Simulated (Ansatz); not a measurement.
Calculated with Ansatz (gas phase, PBE0-D4/def2-TZVP geometries, no zero-point term in ΔE). CCSD(T)/CBS adds triple-zeta CCSD(T) − MP2 to the extrapolated MP2 energy (def2 sets, frozen cores). This one scheme is used for every species. Functionals use def2-TZVPP. B3LYP here is the variant with VWN-RPA as its local correlation; programs differ in this. Each species was taken in one conformer, which may not be the lowest.

Reaction (formal exchange of groups at a C–C bond): `FCCF` + `FC1=CN1` → `FCC1=C(F)N1` + fluoromethane

```tsv
level	ΔE (kcal/mol)
r2SCAN-D4	-1.8
B3LYP-D4	-2.0
B3LYP	-1.6
MP2/def2-TZVPP	-1.4
SCS-MP2/def2-TZVPP	-0.9
CCSD/def2-TZVPP	0.1
CCSD(T)/def2-TZVPP	-0.4
MP2/CBS(def2)	-1.0
```

**Question.** What does CCSD(T)/CBS give? (An estimate is asked.)

**Answer.** Ansatz gave: 0.0 kcal/mol. The listed levels differ from it by -1.8, -2.0, -1.6, -1.4, -0.9, 0.1, -0.4, -1.0 kcal/mol.

Largest T1 diagnostic among the species: 0.013.

From PBE to PBE0 (25 % exact exchange), in def2-TZVPP and without D4, ΔE moves by +1.1 kcal/mol. In def2-TZVPP, CCSD(T) changes the Hartree–Fock value by −1.0 kcal/mol (the triples alone add −0.5 kcal/mol) and MP2 by −2.0 kcal/mol.
